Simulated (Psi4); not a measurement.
# A workflow on SiH3S (SMILES [SiH2]S)

Wanted: a structure relaxation (doublet SiH3S, USVWN-RPA/6-31+G*), then the energy (singlet SiH3S+, SVWN-RPA/6-31+G*), then a geometry optimisation (singlet SiH3S+, SVWN-RPA/6-31+G*), then the energy (doublet SiH3S, USVWN-RPA/6-31+G*) of H3SSi. 

The results are computed with Psi4 1.11.

### Step 1. The molecule

SiH3S: 5 atoms, total charge 0, spin state doublet. SMILES: `[SiH2]S`. All atoms were displaced at random from a relaxed shape. The run starts from this shape.

Bond lengths: Si1–S2 2.078 Å, Si1–H3 1.586 Å, Si1–H4 1.588 Å, S2–H5 1.369 Å. Angles: Si1–S2–H5 91.4°, S2–Si1–H3 112.6°, S2–Si1–H4 106.3°, H3–Si1–H4 101.2°.

### Step 2. A geometry optimisation at USVWN-RPA/6-31+G(d) (density fitting, Cartesian functions) (run 1)

The input, calc.in:

```
memory 1.6 GB

molecule molecule1 {
  0 2
  Si    -0.027912    -0.619650    -0.340872
  S      0.256109     1.438149    -0.306942
  H     -0.155281    -1.240389     1.112889
  H     -1.492635    -0.858435    -0.906370
  H      1.450500     1.295572     0.347486
}

set reference uks

energy_value = opt("svwn/6-31+G*")
print_variables()
```

Started as:

```sh
$ psi4 -i calc.in -o calc.out -n 1
```

calc.out:

```text
[...]
  Running in c1 symmetry.
[...]
  Nuclear repulsion =   81.682457919987939
[...]
  Multiplicity = 2
[...]
  Nalpha       = 17
  Nbeta        = 16
[...]
    Number of basis functions: 52
[...]
   @DF-UKS iter   1:  -687.41472114843350   -1.27039e-01   7.21449e-03 DIIS/ADIIS
[...]
   @DF-UKS iter   7:  -687.52325987356187   -4.54747e-13   5.77889e-09 DIIS
[...]
   @S^2 Observed:                7.509227480E-01
[...]
  @DF-UKS Final Energy:  -687.52325987356187
   => Energetics <=
    Nuclear Repulsion Energy =             80.5520588888332014
    One-Electron Energy =               -1112.8288693994900314
    Two-Electron Energy =                 390.4495360195471676
    DFT Exchange-Correlation Energy =     -45.6959853824522639
    Empirical Dispersion Energy =           0.0000000000000000
    VV10 Nonlocal Energy =                  0.0000000000000000
    Total Energy =                       -687.5232598735618694
[...]
  -Total Gradient:
     Atom            X                  Y                   Z
    ------   -----------------  -----------------  -----------------
       1        0.000007879636     0.000026345001    -0.000007647206
       2        0.000006542917    -0.000036091547     0.000007632283
       3        0.000002349357    -0.000000317663     0.000000828111
       4        0.000000409047     0.000011292736     0.000001932959
       5        0.000006195138     0.000014955465     0.000001901427
[...]
```

On the terminal:

```text
Optimizer: Optimization complete!
```

It took 12 s on 1 thread of Intel Xeon 6975P-C (Granite Rapids), shared host; peak memory 0.29 GiB.

Step by step:

```tsv
step	energy from the first frame kept (eV)	largest force (eV/Å)
0	0.0000	2.5037
1	-0.1527	0.6133
2	-0.1658	0.1182
3	-0.1677	0.0296
4	-0.1678	0.0051
5	-0.1678	0.0036
6	-0.1678	0.0019
```

After the run. Bond lengths: Si1–S2 2.139 Å, Si1–H3 1.508 Å, Si1–H4 1.502 Å, S2–H5 1.362 Å. Angles: Si1–S2–H5 95.8°, S2–Si1–H3 110.3°, S2–Si1–H4 103.4°, H3–Si1–H4 109.8°.

### Step 3. The singlet cation: the energy at SVWN-RPA/6-31+G(d) (density fitting, Cartesian functions) (run 2)

The input, calc.inp:

```
memory 1600 mb

molecule m {
  1 1
  Si
  S 1 r2
  H 1 r3 2 a3
  H 1 r4 3 a4 2 d4
  H 2 r5 1 a5 4 d5

  r2 = 2.138737
  r3 = 1.50828
  a3 = 110.31273
  r4 = 1.501585
  a4 = 109.78578
  d4 = -113.34591
  r5 = 1.361765
  a5 = 95.82379
  d5 = 170.02837
}

set {
  reference rks
}

energy("svwn/6-31+G*")
```

Started as:

```sh
$ psi4 -i calc.inp -o calc.out -n 1
```

calc.out:

```text
[...]
  Running in c1 symmetry.
[...]
  Nuclear repulsion =   80.552059262242423
[...]
  Multiplicity = 1
[...]
  Nalpha       = 16
  Nbeta        = 16
[...]
    Number of basis functions: 52
[...]
   @DF-RKS iter   1:  -687.15310202569083    1.26446e-01   5.34583e-03 ADIIS/DIIS
[...]
   @DF-RKS iter  10:  -687.20654740142345   -6.87919e-09   3.42977e-07 DIIS
[...]
  @DF-RKS Final Energy:  -687.20654740142345
   => Energetics <=
    Nuclear Repulsion Energy =             80.5520592622424232
    One-Electron Energy =               -1104.3820185238546401
    Two-Electron Energy =                 382.0036678790821725
    DFT Exchange-Correlation Energy =     -45.3802560188934265
    Empirical Dispersion Energy =           0.0000000000000000
    VV10 Nonlocal Energy =                  0.0000000000000000
    Total Energy =                       -687.2065474014234496
[...]
 Multipole Moments:
 ------------------------------------------------------------------------------------
     Multipole            Electronic (a.u.)      Nuclear  (a.u.)        Total (a.u.)
 ------------------------------------------------------------------------------------
 L = 1.  Multiply by 2.5417464519 to convert [e a0] to [Debye]
 Dipole X            :         -0.6802447            0.1961191           -0.4841256
 Dipole Y            :         -1.0694170            1.3953350            0.3259180
 Dipole Z            :          0.7703342           -1.7972652           -1.0269310
 Magnitude           :                                                    1.1811805
[...]
```

It took 2.1 s on 1 thread of Intel Xeon 6975P-C (Granite Rapids), shared host; peak memory 0.24 GiB.

### Step 4. The singlet cation: a geometry optimisation at SVWN-RPA/6-31+G(d) (density fitting, Cartesian functions) (run 3)

The input, input.inp:

```
memory 1600 mb

molecule molecule1 {
  1 1
  Si    -0.085039    -0.648417    -0.313242
  S      0.303249     1.454682    -0.333304
  H     -0.081771    -1.167976     1.102723
  H     -1.467495    -0.753238    -0.889945
  H      1.442199     1.392016     0.410517
  symmetry c1
}

set {
  basis 6-31+G*
}

E = optimize('svwn')
```

Started as:

```sh
$ psi4 -i input.inp -o input.out -n 1
```

input.out:

```text
[...]
  Running in c1 symmetry.
[...]
  Nuclear repulsion =   80.552060854976332
[...]
  Multiplicity = 1
[...]
  Nalpha       = 16
  Nbeta        = 16
[...]
    Number of basis functions: 52
[...]
   @DF-RKS iter   1:  -687.15310202169439    1.26446e-01   5.34583e-03 ADIIS/DIIS
[...]
   @DF-RKS iter   6:  -687.23691404069734   -2.38742e-12   4.07409e-09 DIIS
[...]
    Orbital Energies [Eh]
    ---------------------
    Doubly Occupied:
       1A    -88.016194     2A    -65.453179     3A     -7.930927
       4A     -5.985948     5A     -5.982663     6A     -5.980326
       7A     -5.347898     8A     -3.793801     9A     -3.787354
      10A     -3.784404    11A     -0.957149    12A     -0.745476
      13A     -0.649197    14A     -0.593298    15A     -0.565189
      16A     -0.526902
[...]
  @DF-RKS Final Energy:  -687.23691404069734
   => Energetics <=
    Nuclear Repulsion Energy =             83.3897284506356016
    One-Electron Energy =               -1110.0326044653902500
    Two-Electron Energy =                 384.8308562858172763
    DFT Exchange-Correlation Energy =     -45.4248943117600419
    Empirical Dispersion Energy =           0.0000000000000000
    VV10 Nonlocal Energy =                  0.0000000000000000
    Total Energy =                       -687.2369140406973429
[...]
  -Total Gradient:
     Atom            X                  Y                   Z
    ------   -----------------  -----------------  -----------------
       1        0.000015486102     0.000004891184    -0.000008185742
       2       -0.000001660482    -0.000011774888     0.000009755331
       3       -0.000002677088     0.000001919400     0.000002876282
       4       -0.000000685151     0.000007378680     0.000002979582
       5        0.000002076062     0.000003670033     0.000001772756
[...]
```

The script printed:

```text
Optimizer: Optimization complete!
```

It took 9.9 s on 1 thread of Intel Xeon 6975P-C (Granite Rapids), shared host; peak memory 0.28 GiB.

Steps, from the record of the run:

```tsv
step	energy from the first frame kept (eV)	largest force (eV/Å)
0	0.0000	2.8388
1	-0.5845	1.5384
2	-0.7984	0.6111
3	-0.7937	0.2081
4	-0.8242	0.1211
5	-0.8262	0.0167
6	-0.8263	0.0104
7	-0.8263	0.0009
```

After the run. Bond lengths: Si1–S2 2.036 Å, Si1–H3 1.487 Å, Si1–H4 1.484 Å, S2–H5 1.369 Å. Angles: Si1–S2–H5 95.4°, S2–Si1–H3 120.8°, S2–Si1–H4 115.1°, H3–Si1–H4 124.1°.

### Step 5. The energy at USVWN-RPA/6-31+G(d) (density fitting, Cartesian functions) (run 4)

The input, job.inp:

```
memory 1600 MB

molecule {
  0 2
  Si    -0.319430    -0.490143    -0.105098
  S      0.499493     1.328721    -0.512302
  H      0.183697    -1.314649     1.025566
  H     -1.423568    -0.900169    -1.007529
  H      1.413821     1.287943     0.505743
  symmetry c1
}

set {
  reference uks
}

e = energy('svwn/6-31+G*')
print_variables()
```

Started as:

```sh
$ psi4 -n 1 job.inp job.out
```

job.out:

```text
[...]
  Running in c1 symmetry.
[...]
  Nuclear repulsion =   83.389703431118420
[...]
  Multiplicity = 2
[...]
  Nalpha       = 17
  Nbeta        = 16
[...]
    Number of basis functions: 52
[...]
   @DF-UKS iter   1:  -687.39376278468592   -3.94953e-02   7.40880e-03 DIIS/ADIIS
[...]
   @DF-UKS iter   9:  -687.50459751668473   -2.96427e-09   2.41721e-07 DIIS
[...]
   @S^2 Observed:                7.517632209E-01
[...]
  @DF-UKS Final Energy:  -687.50459751668473
   => Energetics <=
    Nuclear Repulsion Energy =             83.3897034311184200
    One-Electron Energy =               -1118.3777863666521171
    Two-Electron Energy =                 393.1999356245722197
    DFT Exchange-Correlation Energy =     -45.7164502057232838
    Empirical Dispersion Energy =           0.0000000000000000
    VV10 Nonlocal Energy =                  0.0000000000000000
    Total Energy =                       -687.5045975166847256
[...]
 Multipole Moments:
 ------------------------------------------------------------------------------------
     Multipole            Electronic (a.u.)      Nuclear  (a.u.)        Total (a.u.)
 ------------------------------------------------------------------------------------
 L = 1.  Multiply by 2.5417464519 to convert [e a0] to [Debye]
 Dipole X            :          0.4294491           -0.1581632            0.2712859
 Dipole Y            :          2.0269013           -2.1089832           -0.0820819
 Dipole Z            :         -0.9767972            1.3288568            0.3520596
 Magnitude           :                                                    0.4519728
[...]
```

It took 2.4 s on 1 thread of Intel Xeon 6975P-C (Granite Rapids), shared host; peak memory 0.24 GiB.

### Step 6. Summary of results

| quantity | value |
| --- | --- |
| run 1, USVWN-RPA/6-31+G*: total energy at the end | -687.52326 Eh |
| run 1, USVWN-RPA/6-31+G*: dipole moment | 1.17 D |
| run 1, USVWN-RPA/6-31+G*: HOMO energy (highest over α and β) | -5.43 eV |
| run 1, USVWN-RPA/6-31+G*: LUMO energy (lowest over α and β) | -4.42 eV |
| run 1, USVWN-RPA/6-31+G*: ⟨S²⟩ | 0.751 |
| singlet cation, run 2: total energy | -687.20655 Eh |
| singlet cation, run 2: HOMO energy | -14.03 eV |
| singlet cation, run 2: LUMO energy | -11.81 eV |
| singlet cation, run 2: HOMO–LUMO gap | 2.22 eV |
| singlet cation, run 3: total energy at the end | -687.23691 Eh |
| singlet cation, run 3: HOMO energy | -14.34 eV |
| singlet cation, run 3: LUMO energy | -10.41 eV |
| singlet cation, run 3: HOMO–LUMO gap | 3.93 eV |
| run 4, USVWN-RPA/6-31+G*: total energy | -687.50460 Eh |
| run 4, USVWN-RPA/6-31+G*: dipole moment | 1.15 D |
| run 4, USVWN-RPA/6-31+G*: HOMO energy (highest over α and β) | -4.19 eV |
| run 4, USVWN-RPA/6-31+G*: LUMO energy (lowest over α and β) | -3.27 eV |
| run 4, USVWN-RPA/6-31+G*: ⟨S²⟩ | 0.752 |
| adiabatic ionisation energy (to the singlet cation, no zero-point term) | 7.792 eV |

In words: The adiabatic ionisation energy (to the singlet cation, no zero-point term) is 7.79 eV (180 kcal/mol). The optimisation (run 1, USVWN-RPA/6-31+G*) took 7 steps and changed the energy by -0.168 eV. The optimisation (singlet cation, run 3) took 8 steps and changed the energy by -0.826 eV.
